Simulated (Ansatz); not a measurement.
Wavefunction ladder for silicon tetrafluoride, F4Si

```xyz
5

F    -1.393    0.162    0.686
Si    0.000    0.000    0.000
F     0.752    1.369    0.021
F    -0.198   -0.463   -1.478
F     0.839   -1.068    0.771
```

The species carries charge 0 and has multiplicity 1. Geometry: relaxed with PBE0-D4/def2-TZVP. Frozen core, restricted reference, Ansatz. CBS rows extrapolate triple and quadruple zeta; past MP2 they add the triple-zeta difference.

```csv
basis,HF (Eh),MP2 corr.,CCSD corr.,(T),CCSD(T) total
def2-SVP,-686.52896,-0.82503,?,-0.01150,?
def2-TZVPP,?,-1.10177,-1.10255,-0.03029,?
def2-QZVPP,?,-1.20912,–,–,–
CBS(def2),?,-1.28865,-1.28943,as TZ,?
```

Task: Fill in the withheld values. (An estimate is asked.)

Result: The calculation gave: def2-SVP CCSD corr.: -0.83210; def2-SVP CCSD(T) total: -687.37256; def2-TZVPP HF (Eh): -687.18073; def2-TZVPP CCSD(T) total: -688.31357; def2-QZVPP HF (Eh): -687.21068; CBS(def2) HF (Eh): -687.21480; CBS(def2) CCSD(T) total: -688.53452.
